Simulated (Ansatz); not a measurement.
This script drives the Ansatz DFT code, driven from Python.

Script `alh2o.py`:
```python
'''Relaxed scan of one distance in AlH2O.'''

import ansatz as az
from ase import Atoms
import numpy as np

atoms = Atoms(['O', 'Al', 'H', 'H'], positions=[
    (0.0773, -0.9412, 1.5441),
    (-0.0156, 0.024, -0.0537),
    (-1.1508, -0.3192, -1.1651),
    (1.1445, 1.1761, -0.3456),
])
mol = az.Crystal.molecule_from_ase(atoms)

calculation = (
    mol.calculation()
    .basis(gaussian='def2-SVP')
    .functional('PBE0', dispersion='d4')
    .spin('collinear', total=1)
)
symbols = [site.symbol for site in mol.cartesian_sites]
pairs = [(0, 1), (1, 2), (1, 3)]
print('held (A)   E (eV)        ', '  '.join(f'{symbols[i]}{i}-{symbols[j]}{j}' for i, j in pairs))
for length in [1.5, 1.63, 1.76, 1.95, 2.19]:
    rep = calculation.relax(constraints=[az.DistanceConstraint((1, 2), at=length)], force_tolerance=0.02, max_steps=60).run(threads=1, pin='off').report
    xyz = np.array(rep['positions_ang'])
    print(f'{length:6.2f} {rep["free_energy_ev"]:14.5f}  ', '  '.join(f'{np.linalg.norm(xyz[i] - xyz[j]):.3f}' for i, j in pairs))
```

It is started by `python alh2o.py`. How long does it take on 1 thread of Arm Neoverse V1, with other jobs on the host, and how much memory does it need?

It took about 54 s, with a peak of 0.19 GiB, for 5 runs of the engine.

`python alh2o.py` gives:
```text
held (A)   E (eV)         O0-Al1  Al1-H2  Al1-H3
DeckWarning: relax.constraints: the input's atoms, or those drawn, lie off the distances that are held; a relaxation that starts there is brought onto them ahead of its first SCF, by positions alone, an atom by 6.27e-2 Å at the most. With the symmetry detection on, the symmetry is detected on the input's atoms as so [...]
  1.50    -8665.65595   1.741  1.500  1.584
  1.63    -8665.69287   1.739  1.630  1.580
  1.76    -8665.53482   1.737  1.760  1.579
  1.95    -8665.12545   1.731  1.950  1.577
  2.19    -8664.49058   1.715  2.190  1.574
```
(Warnings from the package without file and line, shortened, repeats left out.)

Notes:
- Total energies depend on the basis set; only differences at equal settings carry meaning.
- The energies are electronic: no zero-point or thermal terms, and the basis set is short of its limit.
- The run takes the species as open-shell (spin multiplicity 2), which needn't be its ground state.
